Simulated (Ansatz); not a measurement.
CH5N, singlet, at the geometry of the source list; Ansatz (a quantum-chemistry and plane-wave program) with B3LYP/3-21G.

The Ansatz input:
Ansatz 0.2 input:
```yaml
crystal:
  periodic: [false, false, false]
  atoms:
    - {symbol: C, position_ang: [-0.56500000, 0.09650000, -0.01810000]}
    - {symbol: N, position_ang: [0.84900000, -0.09110000, -0.30040000]}
    - {symbol: H, position_ang: [-1.13450000, -0.61880000, -0.61070000]}
    - {symbol: H, position_ang: [-0.84960000, 1.10190000, -0.32720000]}
    - {symbol: H, position_ang: [-0.83900000, -0.03220000, 1.03900000]}
    - {symbol: H, position_ang: [1.13770000, -1.02450000, -0.02250000]}
    - {symbol: H, position_ang: [1.40140000, 0.56820000, 0.23990000]}
basis:
  gaussian:
    orbitals: 3-21G.json
hamiltonian:
  xc: b3lyp
```
The basis file holds 3-21G in the JSON format of the Basis Set Exchange.

What the program printed (banner, timings and long lists left out):

```
Functional definition: B3LYP
357 factors; integrals over basis functions are off by at most 1.0e-3 eV
mean field evaluation 1: about -2590.1448 eV, gradient 4.3e1 eV
mean field evaluation 2: about -2588.6551 eV, gradient 5.0e1 eV
mean field evaluation 4: about -2593.8879 eV, gradient 1.4e0 eV
mean field evaluation 8: about -2593.8622 eV, gradient 1.2e-3 eV
mean field -2593.86215432 eV, -95.3226759884 hartree, gradient 2.6e-5 eV, S^2 0.000000; 0 other end points of the search recorded, 0 dependent functions left out
reference -2593.86231678 eV, -95.3226819587 hartree; 9, 9 occupied and 19, 19 virtual orbitals, 357 factors
Total energy: -2593.86231678 eV, -95.3226819587 hartree
```
